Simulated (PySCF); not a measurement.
Species: C3H4FN.
Z-matrix (Å and degrees, PBE0-D3(BJ)/def2-SVP geometry), rows numbered from 1:
```
C 
N   1  1.2705
C   2  1.3831  1  118.97
C   3  1.3381  2  119.07  1   179.79
F   4  1.3224  3  122.10  2  -179.81
H   1  1.1076  2  123.27  3     0.10
H   1  1.0977  2  119.43  3  -179.86
H   3  1.1019  2  121.16  1    -0.13
H   4  1.0938  3  123.34  2     0.10
```

Computed, not measured: PBE0-D3(BJ)/def2-SVP geometry optimisation, gas phase in PySCF.

Take the most abundant isotopes and a rigid rotor. The values belong to one conformer with, in the numbering `[CH2:1]=[N:2]/[CH:3]=[CH:4]/[F:5]`, C1–N2–C3–C4 180°.

**Question.** What are A, B and C (cm⁻¹)?

**Answer.** Ia = 12.83, Ib = 217.77, Ic = 230.60 u·Å²; 505379 MHz·u·Å²/I gives 39376, 2321 and 2192 MHz, that is A = 1.31344, B = 0.07741, C = 0.07310 cm⁻¹.

**Question.** Classify the top.

**Answer.** A near-prolate asymmetric top; Ray's κ = -0.993.

**Question.** Is it planar, by Δ = Ic − Ia − Ib?

**Answer.** Planar: Δ = Ic − Ia − Ib = 0.00 u·Å². For a rigid frame Δ = −2 Σ m c², so it vanishes when all atoms lie in the ab plane; here none is more than 0.01 Å from it.

**Question.** Give the coordinates in the principal-axis frame, origin at the centre of mass.

**Answer.** The sense of each axis is arbitrary; atoms in the order of the calculation.
| atom | mass (u) | a (Å) | b (Å) | c (Å) |
| --- | --- | --- | --- | --- |
| C1 | 12.000 | -2.416 | 0.230 | 0.002 |
| N2 | 14.003 | -1.324 | -0.420 | -0.001 |
| C3 | 12.000 | -0.130 | 0.277 | -0.003 |
| C4 | 12.000 | 1.021 | -0.406 | -0.001 |
| F5 | 18.998 | 2.197 | 0.199 | 0.001 |
| H6 | 1.008 | -2.464 | 1.336 | 0.001 |
| H7 | 1.008 | -3.368 | -0.316 | 0.005 |
| H8 | 1.008 | -0.112 | 1.378 | -0.004 |
| H9 | 1.008 | 1.072 | -1.499 | 0.001 |

**Question.** Where do the levels up to J = 4 lie, in K?

**Answer.** Above 0(0,0), as E/k:
J = 1: 1(0,1) 0.217, 1(1,1) 1.995, 1(1,0) 2.001
J = 2: 2(0,2) 0.650, 2(1,2) 2.422, 2(1,1) 2.440, 2(2,1) 7.776, 2(2,0) 7.776
J = 3: 3(0,3) 1.299, 3(1,3) 3.062, 3(1,2) 3.099, 3(2,2) 8.425, 3(2,1) 8.425, 3(3,1) 17.333, 3(3,0) 17.333
J = 4: 4(0,4) 2.165, 4(1,4) 3.916, 4(1,3) 3.978, 4(2,3) 9.291, 4(2,2) 9.292, 4(3,2) 18.199, 4(3,1) 18.199, 4(4,1) 30.669, 4(4,0) 30.669
Those of J = 1 are B + C, A + C and A + B.

**Question.** Which types of transition are allowed, and where do some lines up to J = 2 fall?

**Answer.** The dipole components are |μa| = 1.00 D, |μb| = 0.69 D, |μc| = 0.00 D; the mirror of this Cs structure is the ab plane, so μc vanishes by symmetry and there are no c-type lines. Intensities carry the squares of the components, which stand as 1.00 : 0.48 (a : b). Some lines, for components of 0.1 D or more:

```
type  branch         J(Ka,Kc)     MHz  lower level (cm⁻¹)
   a       Q  2(1,1) ← 2(1,2)     387               1.683
   a       R  1(0,1) ← 0(0,0)    4512               0.000
   a       R  2(1,2) ← 1(1,1)    8895               1.387
   a       R  2(0,2) ← 1(0,1)    9024               0.151
   a       R  2(1,1) ← 1(1,0)    9154               1.391
   b       Q  1(1,0) ← 1(0,1)   37184               0.151
   b       Q  2(1,1) ← 2(0,2)   37314               0.452
   b       R  1(1,1) ← 0(0,0)   41567               0.000
   b       R  2(1,2) ← 1(0,1)   45951               0.151
   b       Q  2(2,0) ← 2(1,1)  111166               1.696
   b       Q  2(2,1) ← 2(1,2)  111553               1.683
   b       R  2(2,1) ← 1(1,0)  120319               1.391
   b       R  2(2,0) ← 1(1,1)  120449               1.387
```

**Question.** Estimate the classical rotational partition function at 25 K, 100 K and 500 K.

**Answer.** Point group Cs, symmetry number σ = 1; q = (√π/σ)·√((kT/h)³/(ABC)), k/h = 20836.6 MHz/K: 1490 at 25 K, 11900 at 100 K, 133000 at 500 K.

Not checked by PBE0-D3(BJ)/def2-SVP frequencies. No vibrational averaging or centrifugal distortion is included, and the geometry carries the error of its method. Quadrupole hyperfine structure (14N) is left out.
